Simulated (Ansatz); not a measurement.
Run this with the Python package of Ansatz (0.2.0) and show what comes out.

Input file `c2h3no.xyz`:
```text
7

O    -1.19970   -0.33670   -0.97440
C    -0.13310   -0.16570   -0.32170
N     1.04170   -0.48430   -0.41150
C     0.37130    0.43150    0.84710
H    -1.06850   -0.81000   -1.81090
H     0.69290    1.44100    0.85270
H     0.35670   -0.14380    1.77290
```

`md_c2h3no.py`
```python
import warnings

import ansatz
import numpy as np


def main() -> None:
    warnings.simplefilter("ignore", ansatz.DeckWarning)

    geometry = ansatz.Crystal.molecule_from_extxyz("c2h3no.xyz")

    calc = (
        geometry.calculation()
        .basis(gaussian="6-31G")
        .functional("BLYP")
    )
    symbols = [site.symbol for site in geometry.cartesian_sites]
    start = np.array([site.position_ang for site in geometry.cartesian_sites], dtype=float)
    data = calc.relax(force_tolerance=0.02).run(threads=1).report
    end = np.array(data["positions_ang"])
    minimum = ansatz.Crystal.molecule()
    for symbol, place in zip(symbols, end):
        minimum = minimum.atom(symbol, place.tolist())

    calc = (
        minimum.calculation()
        .basis(gaussian="6-31G")
        .functional("BLYP")
        .md("nvt_langevin", timestep=1.0, steps=40, temperature=200, initial_velocities="maxwell_boltzmann", seed=71, friction=0.02)
    )
    frames = []
    result = calc.session().plan().execute(on_event=lambda e: frames.append(e["data"]) if e["event"] == "md_step" else None)
    print("t (fs)   E_pot (eV)      E_kin (eV)   T (K)   d(0-1) (A)")
    for f in frames[::2]:
        xyz = np.array(f["positions_ang"])
        print(f"{f['time_fs']:6.2f} {f['lagrangian_ev']:14.5f} {f['e_kin_ev']:10.5f} {f['temperature_k']:8.1f} {np.linalg.norm(xyz[0] - xyz[1]):9.4f}")
    print("mean temperature", round(float(np.mean([f["temperature_k"] for f in frames])), 1), "K")
    symbols = [site.symbol for site in geometry.cartesian_sites]
    with open("last_frame.xyz", "w") as handle:
        handle.write(f"{len(symbols)}\nt = {frames[-1]['time_fs']} fs\n")
        handle.writelines("{:2s} {:10.5f} {:10.5f} {:10.5f}\n".format(s, *xyz) for s, xyz in zip(symbols, frames[-1]["positions_ang"]))


if __name__ == "__main__":
    main()
```

```console
$ python md_c2h3no.py
t (fs)   E_pot (eV)      E_kin (eV)   T (K)   d(0-1) (A)
  0.00    -5653.88398    0.15511    171.4    1.3661
  2.00    -5653.83398    0.09912    109.5    1.3656
  4.00    -5653.84083    0.12798    141.4    1.3690
  6.00    -5653.83506    0.12662    139.9    1.3751
  8.00    -5653.78550    0.09275    102.5    1.3812
 10.00    -5653.83258    0.12633    139.6    1.3830
 12.00    -5653.80789    0.11961    132.2    1.3836
 14.00    -5653.79560    0.08972     99.2    1.3828
 16.00    -5653.82463    0.15012    165.9    1.3790
 18.00    -5653.78832    0.10751    118.8    1.3710
 20.00    -5653.84014    0.16689    184.4    1.3587
 22.00    -5653.80392    0.11926    131.8    1.3476
 24.00    -5653.78258    0.10826    119.6    1.3425
 26.00    -5653.81980    0.13575    150.0    1.3425
 28.00    -5653.77759    0.10845    119.9    1.3435
 30.00    -5653.82282    0.13641    150.8    1.3479
 32.00    -5653.78377    0.11188    123.6    1.3525
 34.00    -5653.81090    0.15186    167.8    1.3575
 36.00    -5653.84285    0.20104    222.2    1.3611
 38.00    -5653.80875    0.23767    262.7    1.3636
 40.00    -5653.81611    0.24099    266.3    1.3666
mean temperature 151.1 K
```

`last_frame.xyz`, as written:
```text
7
t = 40.0 fs
O    -1.35650   -0.30155   -1.02649
C    -0.15188   -0.17526   -0.39364
N     1.04983   -0.66007   -0.46262
C     0.59339    0.43466    0.71052
H    -1.31592   -0.81298   -1.87900
H     0.98602    1.46269    0.60353
H     0.45748    0.07003    1.75633
```

What to keep in mind:
- Total energies depend on the basis set; only differences at equal settings carry meaning.
- The trajectory is only some femtoseconds long, so its temperature is not equilibrated; where the script doesn't relax first, it starts from a rough generated geometry.
- The printed temperature counts all 3N degrees of freedom under Langevin dynamics, so the first row lies under the target.
- With hydrogen a step over 0.5 fs is long.
- The whole script took 66 s on 1 thread of Arm Neoverse V1 (shared host), peak memory 0.19 GiB.
